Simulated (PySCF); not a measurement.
# Vibration and rotation of NaB

PBE0 constants of NaB, ³Π (triplet), unpaired electrons σ ↑, π ↑ (Na def2-TZVP, B def2-TZVP; no relativity (PySCF 2.14); masses 22.9898 and 11.0093 u):

- ωe: 329.8 cm⁻¹
- ωexe: 3.43 cm⁻¹
- Be: 0.36634 cm⁻¹
- αe: 0.00501 cm⁻¹
- D (centrifugal): 1.81e-06 cm⁻¹
- De to Na + B: 0.95 eV

Q: Give the vibrational terms G(v) and spacings up to v = 6.

A: G(v) = ωe(v+½) − ωexe(v+½)².

| v | G(v) (cm⁻¹) | G(v) − G(v−1) | Bv (cm⁻¹) |
| --- | --- | --- | --- |
| 0 | 164.0 |  | 0.3638 |
| 1 | 487.0 | 322.9 | 0.3588 |
| 2 | 803.1 | 316.1 | 0.3538 |
| 3 | 1112.3 | 309.2 | 0.3488 |
| 4 | 1414.6 | 302.4 | 0.3438 |
| 5 | 1710.1 | 295.5 | 0.3388 |
| 6 | 1998.8 | 288.6 | 0.3338 |

Q: How well does the Morse estimate ωe²/(4ωexe) reproduce De, and what is D0?

A: It gives 0.98 eV, 103 % of the computed De. D0 = De − G(0) = 0.95 − 0.02 = 0.93 eV.

The state is the lowest determinant that a PBE0 search found; another state may lie lower at other levels.
